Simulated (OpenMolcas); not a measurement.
# One shape, several levels: BH3O (BH2(OH))

Aim: a comparison of 6 runs (HF/STO-3G, UHF/STO-3G, PBE/STO-3G, UB3LYP/STO-3G, UPBE/STO-3G, CCSD(T)/STO-3G) of BH3O (BH2(OH)). 

The results are computed with OpenMolcas 26.06.

1 further run of the same task is left out (set aside as unsound or not needed).

### 1 The system as given

BH3O has 5 atoms, charge 0, and is taken as a singlet. As SMILES, `[H]B([H])O`. The O4–H5 distance was set to 1.198 Å, away from the relaxed value.

Bond lengths: B1–O4 1.325 Å, B1–H2 1.172 Å, B1–H3 1.182 Å. Angles: H2–B1–O4 115.8°, H3–B1–O4 122.8°, H2–B1–H3 121.4°. A long bond or contact: O4–H5 1.198 Å.

### 2 A single-point energy at HF/STO-3G (run 1)

mol.input

```
>>> EXPORT MOLCAS_PRINT=2

&GATEWAY
 BasLib
 $CurrDir
 Coord
 5
 angstrom
 B        0.501699       0.329104      -0.167466
 H        1.634279       0.416664      -0.454576
 H       -0.202181       1.277984      -0.139666
 O        0.071309      -0.892076       0.115524
 H       -1.082200      -1.025180       0.410320
 Basis
 STO-3G
 Group
 NoSym

&SEWARD

&SCF
 Thresholds
 1e-10 1e-07 1e-07 1e-05
 PrOrbitals
 1 1
```

The basis set STO-3G is read from a file made from the Basis Set Exchange's data (not shown).

On the command line:

```
$ export MOLCAS_MEM=1860
$ pymolcas mol.input > mol.log
```

Output:

```text
--- Start Module: gateway ---
[...]
--- Stop Module: gateway /rc=_RC_ALL_IS_WELL_ ---
--- Start Module: seward ---
[...]
      Basis functions           13
--- Stop Module: seward /rc=_RC_ALL_IS_WELL_ ---
--- Start Module: scf ---
[...]
       Convergence after  12 Iterations
[...]
::    Total SCF energy                                -99.9466371921
[...]
      Total spin, S                                     0.0000000000
[...]
      Total electronic charge=   16.000000
      Total            charge=   -0.000000
[...]
      Dipole Moment (debye):
      Origin of the operator (angstrom)=    0.2337   -0.3321   -0.0060
                   X= -1.5320E+00               Y= -1.6368E-01               Z=  3.9370E-01           Total=  1.5902E+00
      Quadrupole Moment (debye*angstrom):
[...]
--- Stop Module: scf /rc=_RC_ALL_IS_WELL_ ---
[...]
```

Run time: 3.3 s. Hardware: 1 thread of Arm Neoverse V2, shared host; peak memory 0.36 GiB.

### 3 A single-point energy at UHF/STO-3G (run 2)

mol.input

```
* BH3O Hartree-Fock
>>> EXPORT MOLCAS_PRINT=2

&gateway
  baslib = $CurrDir
  coord
  5
  angstrom
  B        0.501699       0.329104      -0.167466
  H        1.634279       0.416664      -0.454576
  H       -0.202181       1.277984      -0.139666
  O        0.071309      -0.892076       0.115524
  H       -1.082200      -1.025180       0.410320
  basis = STO-3G
  group = NoSym

&seward

&scf
  uhf
  thresholds = 1e-10 1e-07 1e-07 1e-05
  scramble = 0.25
  prorbitals = 1 1
```

The basis set STO-3G is read from a file made from the Basis Set Exchange's data (not shown).

On the command line:

```
$ export MOLCAS_MEM=1860
$ pymolcas mol.input > mol.log
```

Output:

```text
--- Start Module: gateway ---
[...]
--- Stop Module: gateway /rc=_RC_ALL_IS_WELL_ ---
[...]
--- Start Module: seward ---
[...]
      Basis functions           13
--- Stop Module: seward /rc=_RC_ALL_IS_WELL_ ---
[...]
--- Start Module: scf ---
[...]
       Convergence after  19 Iterations
[...]
::    Total SCF energy                                -99.9466371921
[...]
      Total spin, S                                    -0.0000000000
[...]
      Total electronic charge=   16.000000
      Total            charge=   -0.000000
[...]
      Dipole Moment (debye):
      Origin of the operator (angstrom)=    0.2337   -0.3321   -0.0060
                   X= -1.5320E+00               Y= -1.6368E-01               Z=  3.9370E-01           Total=  1.5902E+00
      Quadrupole Moment (debye*angstrom):
[...]
--- Stop Module: scf /rc=_RC_ALL_IS_WELL_ ---
[...]
```

It took 3.3 s on 1 thread of Arm Neoverse V2, shared host; peak memory 0.37 GiB.

Runs 3 to 4 aren't shown in full; the table further down has their settings and results.

### 4 A single-point energy at UPBE/STO-3G (run 5)

mol.inp

```
&gateway
  baslib = $CurrDir
  coord
  5
  angstrom
  B        0.501699       0.329104      -0.167466
  H        1.634279       0.416664      -0.454576
  H       -0.202181       1.277984      -0.139666
  O        0.071309      -0.892076       0.115524
  H       -1.082200      -1.025180       0.410320
  basis = STO-3G
  group = NoSym

&seward
  gridinput
  Grid=UltraFine
  End of Grid

&scf
  uhf
  ksdft = PBE
  thresholds = 1e-10 1e-07 1e-07 1e-05
  scramble = 0.25
  prorbitals = 1 1
```

The basis set STO-3G is read from a file made from the Basis Set Exchange's data (not shown).

On the command line:

```
$ export MOLCAS_MEM=1860
$ pymolcas mol.inp > mol.log
```

Output:

```text
--- Start Module: gateway ---
[...]
--- Stop Module: gateway /rc=_RC_ALL_IS_WELL_ ---
--- Start Module: seward ---
[...]
      Basis functions           13
--- Stop Module: seward /rc=_RC_ALL_IS_WELL_ ---
[...]
--- Start Module: scf ---
[...]
       Convergence after  15 Iterations
[...]
::    Total KS-DFT energy                            -100.3896843289
[...]
      Total spin, S                                    -0.0000000000
[...]
      Total electronic charge=   16.000000
      Total            charge=   -0.000000
[...]
      Dipole Moment (debye):
      Origin of the operator (angstrom)=    0.2337   -0.3321   -0.0060
                   X= -1.6709E+00               Y= -7.3546E-01               Z=  5.1012E-01           Total=  1.8955E+00
      Quadrupole Moment (debye*angstrom):
[...]
--- Stop Module: scf /rc=_RC_ALL_IS_WELL_ ---
[...]
```

It took 6.6 s on 1 thread of Arm Neoverse V2, shared host; peak memory 0.36 GiB.

### 5 A single-point energy at CCSD(T)/STO-3G (run 6)

mol.input

```
* BH3O CCSD(T)
&gateway
baslib
$CurrDir
coord
5
angstrom
B        0.501699       0.329104      -0.167466
H        1.634279       0.416664      -0.454576
H       -0.202181       1.277984      -0.139666
O        0.071309      -0.892076       0.115524
H       -1.082200      -1.025180       0.410320
basis
STO-3G
group
NoSym
&seward
&scf
thresholds
1e-10 1e-07 1e-07 1e-05
prorbitals
1 1
&rasscf
fileorb
$Project.ScfOrb
spin
1
nactel
0 0 0
inactive
8
ras2
0
outorbitals
Canonical
orblisting
Nothing
&motra
jobiph
frozen
2
&ccsdt
cct
triples
2
iterations
80
accuracy
1e-08
extrapolation
5 4
```

The basis set STO-3G is read from a file made from the Basis Set Exchange's data (not shown).

On the command line:

```
$ export MOLCAS_MEM=1860
$ pymolcas mol.input > mol.log
```

Output:

```text
--- Start Module: gateway ---
[...]
--- Stop Module: gateway /rc=_RC_ALL_IS_WELL_ ---
[...]
      Basis functions           13
[...]
       Convergence after  12 Iterations
[...]
::    Total SCF energy                                -99.9466371921
[...]
      Total spin, S                                     0.0000000000
[...]
      Number of active orbitals                  0
[...]
      Spin quantum number                      0.0
[...]
      Active orbitals                            0
[...]
      Number of CSFs                             1
[...]
      Number of root(s) required                 1
[...]
      Convergence after  4 iterations
[...]
      Natural orbitals and occupation numbers for root  1
      ************************************************************************************************************************
      *                                                    Final results                                                     *
      ************************************************************************************************************************
[...]
::    RASSCF root number  1 Total energy:    -99.94663719
[...]
      Total electronic charge=   16.000000
      Total            charge=   -0.000000
[...]
      Dipole Moment (debye):
      Origin of the operator (angstrom)=    0.2337   -0.3321   -0.0060
                   X= -1.5320E+00               Y= -1.6368E-01               Z=  3.9370E-01           Total=  1.5902E+00
      Quadrupole Moment (debye*angstrom):
[...]
--- Start Module: motra ---
[...]
      *** WARNING: Default frozen orbitals is overwritten by user input.
      *** Default values:   2
[...]
--- Stop Module: motra /rc=_RC_ALL_IS_WELL_ ---
--- Start Module: ccsdt ---
[...]
      Convergence after                    16  Iterations
      Total energy (diff) :    -100.07112871       0.00000000
[...]
 METHOD                       : CCSD+T(CCSD)+<T3(1)WT1> = CCSD(T)
[...]
       CCSD     =      -100.0711287114475
[...]
--- Stop Module: ccsdt /rc=_RC_ALL_IS_WELL_ ---
[...]
```

Run time: 5.7 s. Hardware: 1 thread of Arm Neoverse V2, shared host; peak memory 0.36 GiB.

### 6 Overview of the runs

```
run           level  scramble  integration grid  energy (Eh)  dipole moment (D) of the reference  HOMO energy (eV)  LUMO energy (eV)  wall time
  1       HF/STO-3G         –                 –   -99.946637                                1.59            -10.32              8.57      3.3 s
  2      UHF/STO-3G      0.25                 –   -99.946637                                1.59            -10.32              8.57      3.3 s
  3      PBE/STO-3G         –         UltraFine  -100.389684                                1.90             -4.69              2.24      4.2 s
  4   UB3LYP/STO-3G      0.25         UltraFine  -100.520015                                1.82             -6.13              3.22      6.9 s
  5     UPBE/STO-3G      0.25         UltraFine  -100.389684                                1.90             -4.69              2.24      6.6 s
  6  CCSD(T)/STO-3G         –                 –  -100.074721                                1.59            -10.32              8.57      5.7 s
```

### 7 Results

```
                                          quantity          value
                               run 6: total energy  -100.07472 Eh
         run 6: dipole moment (mean-field density)         1.59 D
        run 6: HOMO energy (Hartree–Fock orbitals)      -10.32 eV
        run 6: LUMO energy (Hartree–Fock orbitals)        8.57 eV
      run 6: HOMO–LUMO gap (Hartree–Fock orbitals)       18.89 eV
run 6: correlation energy (2 core orbitals frozen)     -128.1 mEh
                             run 6: (T) correction      -3.59 mEh
```

What this shows: Over runs 1, 2, 3, 4, 5 the dipole moment (its size) runs from 1.59 D (HF/STO-3G) to 1.90 D (PBE/STO-3G). Over runs 1, 2, 3, 4, 5 the HOMO–LUMO gap runs from 6.93 eV (UPBE/STO-3G) to 18.89 eV (HF/STO-3G). Totals of different functionals can't be ranked against each other. In runs 1, 2, 3, 4, 5, 6 the basis is minimal, so the values are rough. All runs together took 30 s, the longest 6.9 s.
